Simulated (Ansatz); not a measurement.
`C=C(C=O)CCl` + H₂ → `C=C(C)C=O` + HCl at 298.15 K and 1 bar (hydrogenolysis of a C–Cl bond).

Program: Ansatz. Geometries: PBE0-D4/def2-TZVP. ΔE: electronic, gas phase. CCSD(T)/CBS is the MP2 limit (def2-TZVPP, def2-QZVPP) plus CCSD(T) − MP2 in def2-TZVPP, frozen cores. This one scheme is used for every species. Each species was taken in one conformer, which may not be the lowest.

```
      species  CCSD(T)/CBS energy (Eh)  H − E (kJ/mol)  S (J/(mol·K))
`C=C(C=O)CCl`               -690.13609           233.4          341.1
           H₂                 -1.17544            35.1          130.4
  `C=C(C)C=O`               -230.96479           252.9          310.4
          HCl               -460.38127            26.6          186.8
```

H − E and S are ideal-gas, rigid-rotor, harmonic terms from PBE0-D4/def2-TZVP, for one conformer and one mirror image of each species. For small species the MP2-based limit differs from directly extrapolated CCSD(T) by up to some mEh (0.8 for H₂); such offsets cancel only in part. 1 Eh = 2625.50 kJ/mol, R = 8.31446 J/(mol·K).

Task: By hand: ΔE, ΔH, ΔS and ΔG.

Result: ΔE = (-230.96479) + (-460.38127) − (-690.13609) − (-1.17544) = -0.03453 Eh = -90.7 kJ/mol. Δ(H − E) = 252.9 + 26.6 − 233.4 − 35.1 = 11.0, so ΔH = -79.7 kJ/mol. ΔS = 310.4 + 186.8 − 341.1 − 130.4 = 25.7 J/(mol·K). ΔG = -79.7 − 298.15 × (25.7)/1000 = -87.4 kJ/mol.

Task: By hand: the equilibrium constant, and the temperature at which ΔG would vanish if ΔH and ΔS stayed fixed.

Result: log₁₀ K = −ΔG/(RT ln 10) = 15.3. ΔH and −TΔS have one sign here, so there is no such temperature.

ΔH outweighs TΔS. A doubt of 5 kJ/mol in ΔE shifts log₁₀ K by 0.9 here. Other conformers and mirror images would add mixing entropy, several J/(mol·K) or more a flexible species. These are equilibria of isolated gas molecules and say nothing of rates. Largest T1 diagnostic: 0.014 (customary marks: 0.02 for closed shells, 0.045 for open ones).
